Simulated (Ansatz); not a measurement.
The same path of AlFH₄ (6 atoms, charge 0, multiplicity 1) was run twice with different band settings. Lost on the way: Al1–H2, F5–H6. Made: H2–H6.

The calculation used RKS B3LYP-D4/def2-SVP in Ansatz.

Relaxed end points:

```xyz
6
Properties=species:S:1:pos:R:3
Al 0.007 -0.004 0.042
H 0.015 0.276 1.647
H 1.385 0.144 -0.722
H -1.389 0.079 -0.700
F 0.057 -1.930 0.821
H 0.054 -1.464 1.655
```

```xyz
6
Properties=species:S:1:pos:R:3
Al 0.016 -0.544 -0.292
H 0.019 0.156 1.977
H 1.400 0.166 -0.549
H -1.402 0.102 -0.525
F 0.057 -2.173 0.102
H 0.037 -0.605 2.029
```

Common settings: movable images 7; climbing image yes; spring 5.0 eV/Å²; optimiser quadratic models (default); force threshold 0.03 eV/Å; iteration limit 60; end points relaxed.

| run | start path |
| --- | --- |
| 1 | through a guess of the saddle point |
| 2 | straight line |

What does each run give, and how far can it be trusted?

Run 1: converged after 7 iterations, highest image 0.014 eV above the first end. A vibrational analysis at the climbing image gives one clearly imaginary mode, 466i cm⁻¹: a first-order saddle point.
Run 2: converged after 10 iterations, highest image 0.014 eV above the first end. Another band between the same ends (7 images) ends at a top of the same energy, where a vibrational analysis finds 1 clearly imaginary mode.
The orbitals stay closed-shell, which can raise the energy where a bond breaks towards radicals; this wasn't checked here.
